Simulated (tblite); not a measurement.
Species: C4H6S (charge +1 and doublet state).
Geometry (GFN2-xTB, Å), atoms numbered from 1 in this order:
```
atom  x, y, z in Å
C1     1.5973   -0.2432   -0.4557
C2     0.9082   -0.1203    0.6850
C3    -0.5151    0.0909    0.7486
C4    -1.3320    0.1867   -0.4908
S5    -1.3067    0.2360    2.1756
H6     2.6647   -0.3999   -0.4315
H7     1.1494   -0.1952   -1.4355
H8     1.4249   -0.1793    1.6332
H9    -0.9698    1.0123   -1.1069
H10   -2.3867    0.3472   -0.2771
H11   -1.2288   -0.7325   -1.0710
```

Structure optimised with GFN2-xTB, isolated species. This method treats the open shell by occupation alone, without spin polarisation.

Masses are those of the commonest isotopes; rigid-rotor values at the optimised geometry. The values belong to one conformer with, in the numbering `[CH2:1][CH+:2][C:3]([CH3:4])=[S:5]`, H–C1–C2–C3 180° and 0°, C1–C2–C3–C4 0°.

Problem. Give the principal moments of inertia and the rotational constants in cm⁻¹.

Solution. Ia = 63.76, Ib = 183.00, Ic = 243.63 u·Å²; 505379 MHz·u·Å²/I gives 7926, 2762 and 2074 MHz, that is A = 0.26438, B = 0.09212, C = 0.06919 cm⁻¹.

Problem. What kind of rotor is it?

Solution. An asymmetric top: κ = (2 × 2762 − 7926 − 2074)/(7926 − 2074) ≈ -0.77.

Problem. Is it planar, by Δ = Ic − Ia − Ib?

Solution. Not planar: Δ = Ic − Ia − Ib = -3.14 u·Å². For a rigid frame Δ = −2 Σ m c², so Σ m c² = 1.57 u·Å² lies off the ab plane, practically all of it from hydrogen. The atom farthest from that plane is 0.88 Å away.

For this open shell read J as N, the rotation without spin; fine and hyperfine splittings come on top. Its GFN2-xTB frequencies are all real (lowest 100 cm⁻¹). These are rigid-rotor constants of the computed structure; measured ground-state constants (B0) also hold zero-point vibration.
